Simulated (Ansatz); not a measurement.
Compare A (`NC1C=CC1`) with its isomer B (`CC#CNC`).

Computed with Ansatz on PBE0-D4/def2-TZVP structures; ΔE is electronic, products minus reactants. CCSD(T)/CBS is the MP2 limit (def2-TZVPP, def2-QZVPP) plus CCSD(T) − MP2 in def2-TZVPP, frozen cores. DFT in def2-TZVPP. B3LYP here is the variant with VWN-RPA as its local correlation; programs differ in this. One conformer a species, not always the lowest.

A:

Z-matrix (Å, degrees):
```
C
C 1 1.509
N 1 1.439 2 116.2
C 1 1.575 2 85.5 3 122.9
H 1 1.096 2 112.9 3 -125.8
C 2 1.334 1 94.3 3 -124.7
H 2 1.084 1 131.6 3 56.4
H 3 1.012 1 111.3 2 174.1
H 3 1.013 1 110.7 2 54.1
H 4 1.095 1 116.4 2 119.1
H 4 1.094 1 112.9 2 -114.0
H 6 1.084 2 133.1 1 -175.9
```

B:

```xyz
12

C    -0.316   -2.240   -1.252
C    -0.376   -0.930   -0.630
C    -0.440    0.156   -0.114
N    -0.515    1.341    0.518
C     0.642    1.766    1.286
H    -0.475   -2.171   -2.332
H     0.666   -2.696   -1.099
H    -1.068   -2.924   -0.846
H    -0.924    2.074   -0.042
H     0.402    2.698    1.802
H     1.537    1.918    0.671
H     0.867    1.009    2.038
```

(1) Which is lower in electronic energy at CCSD(T)/CBS, and by how much? (Best estimate.)

(2) Give E(B) − E(A) in kJ/mol with CCSD(T)/def2-TZVPP, ωB97M-V, B2PLYP, PBE-D4, B3LYP-D4, HF/def2-TZVPP, PBE0-D4. (An estimate is asked.)

Largest T1 diagnostic: 0.011.

Results:

(1) The calculation gave: A, by 44.2 kJ/mol.

(2) Computed: CCSD(T)/def2-TZVPP 42.8, ωB97M-V 41.8, B2PLYP 23.2, PBE-D4 39.3, B3LYP-D4 22.9, HF/def2-TZVPP 15.9, PBE0-D4 46.1. None reverses the order clearly.

In def2-TZVPP, CCSD(T) changes the Hartree–Fock value by +26.9 kJ/mol (the triples alone add +2.5 kJ/mol) and MP2 by +22.8 kJ/mol. From PBE to PBE0 (25 % exact exchange), in def2-TZVPP and without D4, E(B) − E(A) moves by +7.6 kJ/mol.
